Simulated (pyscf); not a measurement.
**Four-centre exchange: HO–GaH₂ + NH₃ -> H₂N–GaH–OH + H₂**

Gas phase, singlet surface, charge 0. Bonds broken: Ga2–H4, N6–H7. Bonds formed: Ga2–N6, H4–H7. Structures and frequencies: ωB97X-D3(BJ)/def2-SVP in PySCF.

Transition state (Å):

```xyz
9

O     -0.4738    -1.7800     0.0907
Ga    -0.9187    -0.0710     0.4028
H     -0.8347    -2.4235     0.7084
H     -2.2687     0.3942    -0.8458
H     -1.2923     0.5353     1.7865
N     -0.0358     0.9944    -0.9766
H     -1.4200     0.8136    -1.1812
H      0.5778     0.4796    -1.6083
H      0.3689     1.9078    -0.7771
```

One imaginary mode, 1392i cm⁻¹; descent along it reached the two sides named, in the forms told below.

| bond | change | reactant side (Å) | saddle | product side |
|---|---|---|---|---|
| Ga2–H4 | breaks | 1.579 | 1.897 | 4.2 |
| N6–H7 | breaks | 1.020 | 1.411 | 2.7 |
| Ga2–N6 | forms | 2.115 | 1.954 | 1.807 |
| H4–H7 | forms | 3.0 | 1.004 | 0.762 |

Electronic energies relative to the separated reactants (kcal/mol):

```json
[
 {"level": "ωB97X-D3(BJ)/def2-TZVP", "barrier": "17.7", "reaction energy": "-6.4", "reverse barrier": "24.0"},
 {"level": "PBE/def2-TZVP", "barrier": "15.2", "reaction energy": "-4.6", "reverse barrier": "19.9"},
 {"level": "r²SCAN/def2-TZVP", "barrier": "14.4", "reaction energy": "-6.4", "reverse barrier": "20.9"},
 {"level": "B3LYP-D3(BJ)/def2-TZVP", "barrier": "18.4", "reaction energy": "-5.4", "reverse barrier": "23.8"},
 {"level": "PBE0-D3(BJ)/def2-TZVP", "barrier": "15.8", "reaction energy": "-4.8", "reverse barrier": "20.6"},
 {"level": "M06-2X/def2-TZVP", "barrier": "14.9", "reaction energy": "-9.7", "reverse barrier": "24.5"},
 {"level": "ωB97M-D3(BJ)/def2-TZVP", "barrier": "19.6", "reaction energy": "-4.5", "reverse barrier": "24.1"},
 {"level": "HF/def2-TZVP", "barrier": "31.8", "reaction energy": "-2.7", "reverse barrier": "34.5"}
]
```

With ωB97M-D3(BJ)/def2-TZVP energies and thermal terms (ideal gas, 1 atm, RRHO with modes under 100 cm⁻¹ raised to 100, one conformer, R ln 2 for chiral ones without a mode under 150 cm⁻¹), in kcal/mol:

```json
[
 {"T (K)": "298", "ΔH‡": "17.5", "ΔG‡": "27.6", "ΔH": "-7.3", "ΔG": "-5.7"},
 {"T (K)": "600", "ΔH‡": "17.9", "ΔG‡": "37.7", "ΔH": "-5.9", "ΔG": "-4.7"},
 {"T (K)": "900", "ΔH‡": "18.7", "ΔG‡": "47.5", "ΔH": "-4.8", "ΔG": "-4.4"},
 {"T (K)": "1200", "ΔH‡": "19.6", "ΔG‡": "56.9", "ΔH": "-4.0", "ΔG": "-4.4"}
]
```

On the reactant side the descent ends in an adduct with a Ga–N contact (not fully relaxed), 23.2 kcal/mol under the separated species and 40.9 kcal/mol under the saddle at ωB97X-D3(BJ)/def2-TZVP. What is counted as formed (Ga–N) is already present as a longer contact in the reactant adduct; forming that adduct is a step of its own. At the saddle there is also a short Ga–H contact that neither side keeps. One saddle was located; it need not be the lowest between these sides. Elements up to Kr have no core potential and no relativistic terms here.
